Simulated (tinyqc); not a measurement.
Inside a calculation. Method: RKS/PBE in the sto-3g basis, for OH-, spin multiplicity 1. The basis has no diffuse functions, so it cannot describe the extra electron: this is an exercise in the method, not the real anion. One step of it, computed by the program tinyqc.

Task: Orthogonalisation. S = U s U^T; symmetric (Loewdin) form X = U s^(-1/2) U^T, so that X^T S X = 1.

overlap S, order 1O 1s, 1O 2s, 1O 2px, 1O 2py, 1O 2pz, 2H 1s:
$$\begin{pmatrix}
1.000000 & 0.236704 & 0.000000 & 0.000000 & 0.000000 & 0.044420 \\
0.236704 & 1.000000 & 0.000000 & 0.000000 & 0.000000 & 0.422727 \\
0.000000 & 0.000000 & 1.000000 & 0.000000 & 0.000000 & 0.000000 \\
0.000000 & 0.000000 & 0.000000 & 1.000000 & 0.000000 & 0.000000 \\
0.000000 & 0.000000 & 0.000000 & 0.000000 & 1.000000 & 0.363794 \\
0.044420 & 0.422727 & 0.000000 & 0.000000 & 0.363794 & 1.000000
\end{pmatrix}$$

Give: eigenvalues of S; X.

Result:

eigenvalues of S: [0.4245, 0.8395, 1.0000, 1.0000, 1.1332, 1.6028]

X, order 1O 1s, 1O 2s, 1O 2px, 1O 2py, 1O 2pz, 2H 1s:
$$\begin{pmatrix}
1.0230 & -0.1318 & 0.0000 & 0.0000 & -0.0077 & 0.0222 \\
-0.1318 & 1.1137 & 0.0000 & 0.0000 & 0.0772 & -0.2717 \\
0.0000 & 0.0000 & 1.0000 & 0.0000 & 0.0000 & 0.0000 \\
0.0000 & 0.0000 & 0.0000 & 1.0000 & 0.0000 & 0.0000 \\
-0.0077 & 0.0772 & 0.0000 & 0.0000 & 1.0650 & -0.2296 \\
0.0222 & -0.2717 & 0.0000 & 0.0000 & -0.2296 & 1.1538
\end{pmatrix}$$
